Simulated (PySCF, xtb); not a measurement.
Homolysis of single bonds, series ethynyl-X. All species are isolated molecules in the gas phase. One relaxed conformer stands for each flexible species; it need not be the lowest. Strings in code marks are SMILES.

Quantity: homolytic bond dissociation enthalpy at 298 K (no spin–orbit term), in eV. Thermal and zero-point terms are GFN2-xTB rigid-rotor harmonic values (xtb).

Case: C–C bond of `C#CC=C`, giving `[CH]=C` and `[C]#C`. Geometry of `C#CC=C` (neutral, multiplicity 1, Å):

```xyz
8

C      1.7091    -0.4629    -1.1919
C      0.6403    -0.3495    -0.6246
C     -0.6227    -0.2495     0.0114
C     -0.9121     0.6104     1.0036
H      2.6549    -0.5542    -1.6847
H     -1.3974    -0.9332    -0.3520
H     -1.9067     0.6340     1.4486
H     -0.1654     1.3049     1.3897
```

Problem. Estimate the homolytic bond dissociation enthalpy at 298 K (no spin–orbit term) that B3LYP/3-21G // PBE-D3(BJ)/def2-TZVP (PySCF) returns for this input.

Solution. 5.97 eV.
